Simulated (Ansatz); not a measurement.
C$_{3}$H$_{5}$FO (`CC1(F)CO1`). The species carries charge 0 and has multiplicity 1. The structure was optimised at the PBE0-D4/def2-TZVP level.

```xyz
10

C    -0.769    0.133    0.997
C    -0.224   -0.185   -0.352
F    -0.935   -1.181   -0.950
C     1.152   -0.019   -0.788
O     0.088    0.856   -1.205
H    -0.179    0.923    1.461
H    -0.750   -0.753    1.633
H    -1.803    0.473    0.901
H     1.891    0.430   -0.130
H     1.529   -0.676   -1.567
```

What is the dipole moment at B3LYP/def2-TZVPP? (An estimate is asked.)

Computed: 2.36 D, with components (1.35, -0.16, 1.94) D in this frame, pointing from negative to positive charge.

And with PBE, r2SCAN, ωB97M-V? (Best estimate.)

Computed: PBE 2.18 D, r2SCAN 2.28 D, ωB97M-V 2.37 D.

Give the Mulliken charges with B3LYP, ωB97M-V, r2SCAN in def2-TZVPP. (An estimate is asked.)

Ansatz gave: 
```json
{"atom": "C1", "B3LYP": "-0.22", "ωB97M-V": "-0.26", "r2SCAN": "-0.12"}
{"atom": "C2", "B3LYP": "0.34", "ωB97M-V": "0.30", "r2SCAN": "0.34"}
{"atom": "F3", "B3LYP": "-0.22", "ωB97M-V": "-0.21", "r2SCAN": "-0.22"}
{"atom": "C4", "B3LYP": "-0.02", "ωB97M-V": "-0.03", "r2SCAN": "0.04"}
{"atom": "O5", "B3LYP": "-0.32", "ωB97M-V": "-0.31", "r2SCAN": "-0.32"}
{"atom": "H6", "B3LYP": "0.08", "ωB97M-V": "0.09", "r2SCAN": "0.05"}
{"atom": "H7", "B3LYP": "0.09", "ωB97M-V": "0.11", "r2SCAN": "0.06"}
{"atom": "H8", "B3LYP": "0.09", "ωB97M-V": "0.11", "r2SCAN": "0.06"}
{"atom": "H9", "B3LYP": "0.08", "ωB97M-V": "0.09", "r2SCAN": "0.04"}
{"atom": "H10", "B3LYP": "0.10", "ωB97M-V": "0.11", "r2SCAN": "0.07"}
```

B3LYP here is the variant with VWN-RPA as its local correlation; programs differ in this.
